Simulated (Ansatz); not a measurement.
One change: `NC(F)(S)C=O` becomes `O=CC(F)S`.

Ansatz, PBE0-D4/def2-TZVP geometries, multiplicity 1. Each molecule was computed in one conformer, which needn't be the lowest.

```
                                          property  `NC(F)(S)C=O`
size of the dipole moment (ωB97M-V/def2-TZVPP) / D           2.52
                HOMO energy (PBE0/def2-TZVPP) / eV          -7.61
  size of the dipole moment (B3LYP/def2-TZVPP) / D           2.57
               HOMO energy (B3LYP/def2-TZVPP) / eV          -7.39
               HOMO–LUMO gap (PBE/def2-TZVPP) / eV           3.69
             LUMO energy (ωB97M-V/def2-TZVPP) / eV           0.86
```

Give the same properties after the change, and the shifts. (An estimate is asked.)

Computed: 
```tsv
property	`O=CC(F)S`	shift
size of the dipole moment (ωB97M-V/def2-TZVPP) / D	1.36	-1.16
HOMO energy (PBE0/def2-TZVPP) / eV	-7.76	-0.15
size of the dipole moment (B3LYP/def2-TZVPP) / D	1.36	-1.21
HOMO energy (B3LYP/def2-TZVPP) / eV	-7.51	-0.12
HOMO–LUMO gap (PBE/def2-TZVPP) / eV	3.54	-0.15
LUMO energy (ωB97M-V/def2-TZVPP) / eV	0.66	-0.20
```

With PBE0 the HOMO falls by 0.15 eV and the LUMO falls by 0.35 eV, so the gap narrows by about 0.20 eV. PBE moves the HOMO by -0.31 eV and ωB97M-V by -0.13 eV. Dipoles are sizes alone; their direction can turn.

B3LYP here is the variant with VWN-RPA as its local correlation; programs differ in this.
